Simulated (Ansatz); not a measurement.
System: PH$_{2}$, charge -1, singlet. PH2- (SMILES [PH2-]).
B3LYP-D3(BJ)/def2-TZVP minimum from Ansatz (an electronic-structure program):
```
P
H 1 1.4362
H 1 1.4362 2 91.78
```
Charge -1, spin multiplicity 1.

Total energies in aug-cc-pV(T+d)Z, 8 correlated electrons, 5 frozen orbitals. Radicals and triplets start from unrestricted determinants; spin-orbit coupling is neglected. Correlated methods leave the cores frozen. No relativity.

| method | program | energy (Eh) | minus CCSDT(Q) (mEh) |
|---|---|---|---|
| HF | Ansatz | -341.89089 | 215.81 |
| MP2 | Ansatz | -342.07277 | 33.93 |
| CCSD | Ansatz | -342.09579 | 10.91 |
| CCSD(T) | Ansatz | -342.10530 | 1.39 |
| CCSDT(Q) | Ansatz | -342.10670 | 0.00 |

Rough core times of Ansatz's runs on a shared machine: CCSD(T) under 20 s, CCSDT(Q) 2 min.
